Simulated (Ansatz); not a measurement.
Reaction (SMILES): S=C=S + 4 [H][H] (H2) → C (CH4) + 2 S (H2S)
B3LYP-D3(BJ)/def2-TZVP geometries, fixed; electronic energies without zero-point terms.

Energies in hartree at CCSD(T) with Ansatz (a first-principles code); the energy of full hydrogenation is their sum with the coefficients shown, times 627.509 kcal/mol a hartree. All functions are spherical. Cores are frozen. No added dispersion term, no relativity.

```tsv
species	coefficient	part	cc-pV(D+d)Z	cc-pV(T+d)Z	cc-pV(Q+d)Z
S=C=S	-1	Hartree-Fock	-832.93554	-832.97161	-832.98064
S=C=S	-1	correlation	-0.43297	-0.54215	-0.57716
[H][H] (H2)	-4	Hartree-Fock	-1.12874	-1.13293	-1.13342
[H][H] (H2)	-4	correlation	-0.03475	-0.03941	-0.04037
C (CH4)	+1	Hartree-Fock	-40.19870	-40.21333	-40.21615
C (CH4)	+1	correlation	-0.18838	-0.22477	-0.23474
S (H2S)	+2	Hartree-Fock	-398.69871	-398.71493	-398.71899
S (H2S)	+2	correlation	-0.17324	-0.22322	-0.23827
```

Question: Predict the energy of full hydrogenation in cc-pV(5+d)Z (X = 5): let each Hartree-Fock step shrink by the ratio of the last two, and fit each correlation energy at X = 3 and 4 to E + A/X^3. Compare with the run.

Answer: 
- S=C=S: steps -0.03607 and -0.00903, ratio 0.250, so Hartree-Fock -832.98290 (run: -832.98227); A = (-0.54215 - (-0.57716))/(1/27 - 1/64) = 1.6351, correlation -0.57716 - A/64 + A/125 = -0.58963 (run: -0.58941).
- [H][H] (H2): steps -0.00419 and -0.00049, ratio 0.117, so Hartree-Fock -1.13348 (run: -1.13357); A = (-0.03941 - (-0.04037))/(1/27 - 1/64) = 0.0448, correlation -0.04037 - A/64 + A/125 = -0.04071 (run: -0.04065).
- C (CH4): steps -0.01463 and -0.00282, ratio 0.193, so Hartree-Fock -40.21669 (run: -40.21689); A = (-0.22477 - (-0.23474))/(1/27 - 1/64) = 0.4656, correlation -0.23474 - A/64 + A/125 = -0.23829 (run: -0.23765).
- S (H2S): steps -0.01622 and -0.00406, ratio 0.250, so Hartree-Fock -398.72001 (run: -398.71979); A = (-0.22322 - (-0.23827))/(1/27 - 1/64) = 0.7029, correlation -0.23827 - A/64 + A/125 = -0.24363 (run: -0.24304).
Predicted -70.89 kcal/mol; the run in cc-pV(5+d)Z gives -70.06, a miss of -0.83. Keeping the value in cc-pV(Q+d)Z, -70.56, would miss by -0.51. All sums are of the energies as printed.
